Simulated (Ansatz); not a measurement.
Mulliken charges of `FC1=CC(F)C1` from ωB97M-V/def2-TZVPP in Ansatz (PBE0-D4/def2-TZVP geometry).

| atom | x (Å) | y (Å) | z (Å) | charge (e) |
| --- | --- | --- | --- | --- |
| F1 | -1.390 | 0.160 | -1.943 | -0.179 |
| C2 | -0.541 | 0.104 | -0.938 | 0.206 |
| C3 | 0.787 | 0.105 | -0.868 | -0.188 |
| C4 | 0.715 | -0.134 | 0.613 | 0.158 |
| F5 | 1.267 | 0.853 | 1.403 | -0.228 |
| C6 | -0.835 | -0.068 | 0.514 | -0.205 |
| H7 | 1.603 | 0.184 | -1.570 | 0.135 |
| H8 | 1.109 | -1.091 | 0.966 | 0.079 |
| H9 | -1.381 | -0.968 | 0.805 | 0.105 |
| H10 | -1.250 | 0.805 | 1.021 | 0.117 |

Question: By hand: the dipole of these point charges (1 e Å = 4.8032 D).

Answer: Σ q r = (-0.003, -0.297, 0.058) e Å, of length 0.303 e Å = 1.46 D.

Question: How does the dipole of the full density compare? (Estimate.)

Answer: The calculation gave: (-0.060, -0.267, -0.012) e Å, 1.32 D; the point charges give 1.11 times that, at 18° from its direction.

Point charges leave out the atoms' own dipoles, such as those of lone pairs, and Mulliken's split depends on the basis, so the close match here is no proof of good charges.
